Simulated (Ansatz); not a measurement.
# Smallest direct gap on the k points sampled of TlS (I4/mcm, No. 140) at several levels of theory

No measured value is used here.

```
level (code)         value (eV)
-------------------  ----------
LDA (Ansatz)                ___
PBEsol (Ansatz)            0.71
PBEsol+SOC (Ansatz)         ___
r²SCAN (Ansatz)            1.18
r²SCAN+SOC (Ansatz)        0.93
HSE06 (Ansatz)             1.40
PBE0 (Ansatz)              2.03
```

**Question.** What belongs in the gaps?

**Answer.** 
- LDA (Ansatz, a quantum-chemistry and plane-wave program), value (eV): 0.66
- PBEsol+SOC (Ansatz), value (eV): 0.49

Computed values are for a static lattice. Spin–orbit coupling is included only where a level's name says +SOC; with heavier elements it mostly lowers gaps and can invert bands.  Values are at the measured cell. Cutoffs and k meshes differ between the levels. Ansatz's density-functional and Hartree–Fock values are scalar-relativistic unless marked +SOC, with PAW data made under PBE.
